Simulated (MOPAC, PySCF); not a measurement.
CF$_{4}$, SMILES `FC(F)(F)F`, neutral singlet in the gas phase. 

Z-matrix (Å, degrees):
```
C
F 1 1.3259
F 1 1.3259 2 109.47
F 1 1.3259 2 109.47 3 -120.00
F 1 1.3259 2 109.47 3 120.00
```
Charge 0, multiplicity 1.

All levels are single points at this geometry (B3LYP-D3(BJ)/def2-TZVP); Pople sets use spherical d functions. Orbital energies aren't observables, and empty levels follow the basis.

PM6 in MOPAC gives dipole (D) = 0.00.

Question: Estimate the dipole (D) from each of these levels: B3LYP-D3(BJ)/def2-TZVP in PySCF; B3LYP/3-21G in PySCF; SVWN5/6-31G* in PySCF; PM3 in MOPAC; PM7 in MOPAC.

Answer: 
| level | dipole (D) |
|---|---|
| B3LYP-D3(BJ)/def2-TZVP in PySCF | 0.00 |
| B3LYP/3-21G in PySCF | 0.00 |
| SVWN5/6-31G* in PySCF | 0.00 |
| PM3 in MOPAC | 0.00 |
| PM7 in MOPAC | 0.00 |
